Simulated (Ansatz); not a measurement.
A nudged elastic band was laid between two geometries of FH + H4OSi (8 atoms, charge 0, multiplicity 1).

Computed with RKS PBE-D4/def2-SVP (Ansatz).

```yaml
movable_images: 5
climbing_image: yes
spring: 5.0 eV/Å²
optimiser: quadratic models (default)
start_path: through a guess of the saddle point
force_threshold: 0.05 eV/Å
iteration_limit: 60
end_points: relaxed
```

First end point:

```xyz
8
Properties=species:S:1:pos:R:3
Si -0.112 0.112 -0.152
H -0.151 0.074 1.371
H 1.305 0.252 -0.600
O -0.908 1.481 -0.715
H -1.874 1.477 -0.603
H -0.748 -1.155 -0.652
F 1.316 -1.960 1.350
H 0.844 -1.271 1.785
```

Last end point:

```xyz
8
Properties=species:S:1:pos:R:3
Si -0.093 -0.211 -0.742
H 1.287 -0.405 3.247
H 1.327 0.226 -0.872
O -0.991 1.181 -0.580
H -1.958 1.076 -0.610
H -0.571 -1.064 -1.882
F -0.229 -1.153 0.597
H 0.898 -0.640 2.627
```

(1) What changes between the two ends?

(2) What energy profile does the band end with?

(3) What is the geometry of the highest image?

## Answers

(1) Bonds broken: Si1–H2, F7–H8. Bonds formed: Si1–F7, H2–H8. FH + H4OSi becomes FH3OSi + H2.

(2) The run converged. The highest image is number 2 of 0 to 6, 0.86 eV above the first end and 2.10 eV above the last; the last end lies 1.24 eV below the first. A structure lower than the last end lies on the path between it and the top, so the climb from that side starts below the end, which may itself be a saddle point or a shallow side well. Neighbouring images differ by up to 1.9 eV, so the band resolves the path poorly. A vibrational analysis at the climbing image gives one clearly imaginary mode, 819i cm⁻¹: a first-order saddle point. The orbitals stay closed-shell, which can raise the energy where a bond breaks towards radicals; this wasn't checked here.

```tsv
image	path coordinate (Å)	energy (eV)	Si1–H2 (Å)	F7–H8 (Å)	Si1–F7 (Å)
0	0.00	0.00	1.52	0.94	2.93
1	0.78	0.17	1.55	0.96	2.56
2	1.56	0.86	1.75	1.18	1.98
3	3.01	-1.02	2.84	1.97	1.65
4	4.47	-1.25	3.93	2.41	1.64
5	5.92	-1.24	4.30	2.38	1.64
6	7.37	-1.24	4.23	2.38	1.64
```

(3) 
```xyz
8
Properties=species:S:1:pos:R:3
Si 0.123 -0.192 -0.173
H -0.480 -0.131 1.466
H 1.409 0.118 -0.861
O -0.651 1.281 -0.470
H -1.544 1.369 -0.092
H -0.676 -1.341 -0.704
F 1.194 -1.323 1.046
H 0.294 -0.773 1.572
```

Time of the run: 4.7 min on 1 thread of Arm Neoverse V2 (shared host), peak memory 0.12 GiB.
